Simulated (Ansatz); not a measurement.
Task: an active-space calculation of ClHMg, SMILES [MgH][Cl], with Ansatz's Python interface. Give the script and its output. Use: SC-NEVPT2, cc-pVDZ basis, multiplicity 1.

```yaml
atoms:
  - { symbol: Mg, position_ang: [-0.1349, -0.0267, -0.0851] }
  - { symbol: Cl, position_ang: [1.8941, -0.2739, 1.0097] }
  - { symbol: H, position_ang: [-1.7702, 0.2358, -0.9378] }
```

`cas_clhmg.py`
```python
from dataclasses import dataclass

import ansatz as az


@dataclass
class Options:
    basis_set: str = 'cc-pVDZ'


opts = Options()

GEOMETRY = '''
Mg   -0.13490   -0.02670   -0.08510
Cl    1.89410   -0.27390    1.00970
H    -1.77020    0.23580   -0.93780
'''


def main() -> None:
    system = az.Crystal.molecule()
    for line in GEOMETRY.strip().splitlines():
        symbol, *xyz = line.split()
        system = system.atom(symbol, [float(v) for v in xyz])

    model = (
        system.calculation()
        .basis(gaussian=opts.basis_set)
        .accuracy('medium')
        .correlation(active_electrons=6, active_orbitals=6)
    )
    for method in ['sc_nevpt2']:
        summary = (model if method is None else model.correlation(method)).run(threads=1, backend='cpu').report
        space = summary['configurations']
        state = space['states'][0]
        print(method or 'casscf', f'total {summary["free_energy_ev"] / 27.211386246:.6f} Ha, active-space state {state["energy"]["hartree"]:.6f} Ha, mean field {summary["reference_energy_ev"] / 27.211386246:.6f} Ha')
        print('  determinants', state['n_determinants'], ' natural occupations', [round(n, 3) for n in space['natural_occupations']])
    print('effectively unpaired electrons, sum of min(n, 2 - n):', round(sum(min(n, 2 - n) for n in space['natural_occupations']), 3))


if __name__ == '__main__':
    main()
```

`python cas_clhmg.py` gives:
```text
RunWarning: the results are in doubt because another end's mean lies 0.045 eV lower, and its corrected mean 0.141 eV higher
sc_nevpt2 total -659.926156 Ha, active-space state -659.797854 Ha, mean field -659.752936 Ha
  determinants 208  natural occupations [1.988, 1.985, 1.955, 0.045, 0.014, 0.013]
effectively unpaired electrons, sum of min(n, 2 - n): 0.144
```
(Warnings from the package without file and line.)

What to keep in mind:
- These settings explore the input space; basis and method may be short of convergence.
- The geometry is a force-field or estimated start, not a minimum of this method, and the basis set is short of its limit. The active space starts as a window about the frontier orbitals and is then optimised, not chosen by chemistry.
- A lower CASSCF solution was found and passed over, so the printed active-space state isn't the lowest.
- Finished in 3.2 s on 1 thread of Arm Neoverse V1 (shared host), peak memory 0.15 GiB.

(Lines on the test bed's own set-up are left out of the output.)
